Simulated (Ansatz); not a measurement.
# NaH2O+ (SMILES [OH2+][Na]): functionals against CCSD(T) at one geometry

The task here is to estimate one member of a computed series from the others.

Method: single points in def2-TZVPP; program: Ansatz 0.2.0, Gaussian basis.

Cores are frozen in the correlated methods. The outer core shell of Li, Na, Mg and K is correlated. B3LYP uses VWN-RPA correlation.

### The starting structure

SMILES `[OH2+][Na]`, 4 atoms, charge 1, spin multiplicity 1.

Atoms are counted from 1 here; the program's logs count them from 0.

Bond lengths: O1–Na2 2.228 Å, O1–H3 0.991 Å, O1–H4 0.981 Å. Angles: Na2–O1–H3 122.6°, Na2–O1–H4 125.7°, H3–O1–H4 111.7°.

Coordinates:

```
O    -0.2051    0.0521   -0.1976
Na    1.5369   -0.4826    1.0837
H    -1.0085    0.5102    0.1587
H    -0.2958   -0.1489   -1.1534
```

Set-up of the first run:

The input, run/in.yaml:

```yaml
crystal:
  periodic: [false, false, false]
  atoms:
    - {symbol: O, position_ang: [-0.205100, 0.052100, -0.197600]}
    - {symbol: Na, position_ang: [1.536900, -0.482600, 1.083700]}
    - {symbol: H, position_ang: [-1.008500, 0.510200, 0.158700]}
    - {symbol: H, position_ang: [-0.295800, -0.148900, -1.153400]}
basis:
  gaussian: {orbitals: def2-TZVPP}
total_charge: 1
correlation: {method: ccsd_t}
output: {forces: true}
```

No record of the launch command was kept for these runs.

Among the steps run: CCSD(T)/def2-TZVPP; PBE0-D4/def2-TZVPP; wB97M-V/def2-TZVPP; r2SCAN-D4/def2-TZVPP; PBE-D4/def2-TZVPP; SPW92/def2-TZVPP; B3LYP-D4/def2-TZVPP.

One table of the session follows, with a row left open; its other results are not shown here.

```
   method  RMS force component (eV/Å)  angle to CCSD(T) forces (°)
  CCSD(T)                       0.624                    reference
  PBE0-D4                       0.628                          4.6
  wB97M-V                       0.598                          3.5
r2SCAN-D4                       0.586                          0.9
   PBE-D4                           ?                            ?
    SPW92                       0.389                         25.7
 B3LYP-D4                       0.556                          2.2
```

Estimate the missing values for PBE-D4.

**Answer.** RMS force component (eV/Å): 0.429; angle to CCSD(T) forces (°): 14.8. In the column «RMS force component (eV/Å)» it lies between SPW92 (0.389) and B3LYP-D4 (0.556).
